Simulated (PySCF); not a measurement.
Towards the basis-set limit for F2

State: singlet, closed shell. De refers to F + F. RHF-based CCSD(T) in PySCF 2.14 with F aug-cc-pVTZ and F aug-cc-pVQZ (frozen core orbitals: 2; no relativity). Correlation energies are extrapolated as n⁻³ (n = 3, 4), Hartree–Fock as (n+1)·exp(−9√n). CV is the change on freezing 0 orbitals instead, in F cc-pwCVTZ. SR is the spin-free X2C energy in F cc-pVTZ-DK less the non-relativistic one in F cc-pVTZ.

```json
{"Level": "CCSD(T)/TZ", "Re (Å)": "1.4181", "ωe (cm⁻¹)": "916.3", "ωexe (cm⁻¹)": "11.9", "αe (cm⁻¹)": "0.0127", "De (eV)": "1.578"}
{"Level": "CCSD(T)/QZ", "Re (Å)": "1.4130", "ωe (cm⁻¹)": "921.4", "ωexe (cm⁻¹)": "11.4", "αe (cm⁻¹)": "0.0125", "De (eV)": "1.631"}
{"Level": "HF/CBS", "Re (Å)": "1.3265", "ωe (cm⁻¹)": "1265.1", "ωexe (cm⁻¹)": "6.49", "αe (cm⁻¹)": "0.00815", "De (eV)": "-1.439"}
{"Level": "MP2/CBS", "Re (Å)": "1.3951", "ωe (cm⁻¹)": "1007.1", "ωexe (cm⁻¹)": "8.42", "αe (cm⁻¹)": "0.0101", "De (eV)": "1.924"}
{"Level": "CCSD/CBS", "Re (Å)": "1.3870", "ωe (cm⁻¹)": "1024.3", "ωexe (cm⁻¹)": "8.60", "αe (cm⁻¹)": "0.0103", "De (eV)": "1.351"}
{"Level": "CCSD(T)/CBS", "Re (Å)": "1.4097", "ωe (cm⁻¹)": "928.2", "ωexe (cm⁻¹)": "11.3", "αe (cm⁻¹)": "0.0125", "De (eV)": "1.673"}
{"Level": "CCSD(T)/CBS+CV", "Re (Å)": "1.4085", "ωe (cm⁻¹)": "929.5", "ωexe (cm⁻¹)": "11.2", "αe (cm⁻¹)": "0.0125", "De (eV)": "1.674"}
{"Level": "CCSD(T)/CBS+CV+SR", "Re (Å)": "1.4088", "ωe (cm⁻¹)": "929.1", "ωexe (cm⁻¹)": "11.2", "αe (cm⁻¹)": "0.0124", "De (eV)": "1.673"}
```

Problem. How much is left between CCSD(T)/QZ and the basis-set limit, and how much do the triples give at the limit?

Solution. CCSD(T)/CBS less CCSD(T)/QZ: -3.3 mÅ in Re, +6.8 cm⁻¹ in ωe and +0.042 eV in De. CCSD(T)/CBS less CCSD/CBS: +22.7 mÅ in Re, -96.1 cm⁻¹ in ωe and +0.322 eV in De.

Problem. What do the later terms add?

Solution. CV: -1.2 mÅ in Re, +1.3 cm⁻¹ in ωe and +0.001 eV in De; SR: +0.3 mÅ in Re, -0.4 cm⁻¹ in ωe and -0.001 eV in De, each against the row above.

The T1 diagnostic is 0.012. The open-shell atoms are computed with UHF. Spin–orbit coupling, excitations beyond (T) and corrections to the Born–Oppenheimer picture are left out.

The whole job (state search and all basis sets along the bond) took about 7 min on 4 threads of Intel Xeon 6975P-C (shared host), peak memory 7.9 GiB.
